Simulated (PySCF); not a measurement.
Ligands exchanged one at a time, Al Cl-SiH3. All species are isolated molecules in the gas phase. Strings in code marks are SMILES.

Quantity: redistribution energy (mixed species minus the weighted end members), in kcal/mol.

Case: 2 of 3 Cl replaced by SiH3: `[SiH3][Al]([SiH3])[Cl]`. The other species in the difference include `[Al]([Cl])([Cl])[Cl]` (neutral, multiplicity 1). Geometry of `[SiH3][Al]([SiH3])[Cl]` (neutral, multiplicity 1, Å):

```xyz
10

Si    -2.2271    -0.2274    -0.1488
Al     0.0158     0.7603    -0.3641
Si     2.1996    -0.3236    -0.0366
Cl     0.0996     2.8180    -0.8904
H     -2.6022    -0.2966     1.3031
H     -3.2783     0.5641    -0.8627
H     -2.2479    -1.6312    -0.6757
H      2.0679    -1.6776     0.5925
H      3.0922     0.5117     0.8300
H      2.8823    -0.5016    -1.3606
```

Q: Predict the redistribution energy (mixed species minus the weighted end members) from B3LYP/3-21G // PBE-D3(BJ)/def2-TZVP (PySCF).

A: -5.03 kcal/mol.
